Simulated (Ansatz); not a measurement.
# CH3AlF: the cost of one run

All numbers are computed with the Python package of Ansatz 0.2.0. The levels of theory stand in the script.

### 1 The structure

Bond lengths: C1–Al2 1.925 Å, Al2–F3 1.787 Å, C1–H4 1.162 Å, C1–H5 1.110 Å, C1–H6 1.131 Å. Angles: C1–Al2–F3 118.7°, Al2–C1–H4 108.3°, Al2–C1–H5 113.3°, Al2–C1–H6 113.0°, H4–C1–H5 109.8°, H4–C1–H6 105.2°, H5–C1–H6 106.9°.

No structure file is read: the coordinates are typed or built in the script.

### 2 Script

Input file run_basis.py:

```python
from dataclasses import dataclass

import ansatz as az


@dataclass
class RunConfig:
    method: str = "mp2"


settings = RunConfig()

ch3alf = (
    az.Crystal.molecule()
    .atom("C", (-0.408, 0.3834, -0.2618))
    .atom("Al", (1.3082, -0.4349, 0.0404))
    .atom("F", (1.4199, -1.7955, 1.1935))
    .atom("H", (-0.3232, 1.5142, -0.0104))
    .atom("H", (-1.2232, -0.0741, 0.3368))
    .atom("H", (-0.7317, 0.343, -1.3448))
)

job = ch3alf.calculation().correlation(settings.method).spin("collinear", total=1)

energies = {}
for basis in ["cc-pVDZ", "cc-pVTZ"]:
    summary = job.basis(gaussian=basis).run().report
    size = summary["n_frozen"] + summary["n_occupied"][0] + summary["n_virtual"][0]
    energies[basis] = (summary["reference_energy_ev"] / 27.211386246, summary["free_energy_ev"] / 27.211386246)
    print(f"{basis:14s} {size:4d} orbitals  reference {energies[basis][0]:14.6f} Ha  total {energies[basis][1]:14.6f} Ha")

small, large = (energies[b][1] - energies[b][0] for b in ("cc-pVDZ", "cc-pVTZ"))
limit = (3 ** 3 * large - 2 ** 3 * small) / (3 ** 3 - 2 ** 3)
print(f"correlation energy: {small:.6f} and {large:.6f} Ha, extrapolated {limit:.6f} Ha")
print(f"share caught by the larger set: {100 * large / limit:.1f} %")
```

### 3 The calls as engine input

The package turns the script's settings into the engine's input (first run):

```yaml
crystal:
  periodic: [false, false, false]
  atoms:
    - { symbol: C, position_ang: [-0.408, 0.3834, -0.2618] }
    - { symbol: Al, position_ang: [1.3082, -0.4349, 0.0404] }
    - { symbol: F, position_ang: [1.4199, -1.7955, 1.1935] }
    - { symbol: H, position_ang: [-0.3232, 1.5142, -0.0104] }
    - { symbol: H, position_ang: [-1.2232, -0.0741, 0.3368] }
    - { symbol: H, position_ang: [-0.7317, 0.343, -1.3448] }
basis:
  gaussian:
    orbitals: cc-pVDZ
magnetization:
  spin_polarized: true
  initial_magnetization: 1.0
correlation:
  method: mp2
```

### 4 Running it

On the command line:

```console
$ python run_basis.py
```

**Question.** How long does this script take on 1 thread of Arm Neoverse V2, shared host, and how much memory does it need?

About 3.2 s, with a peak of 0.28 GiB.
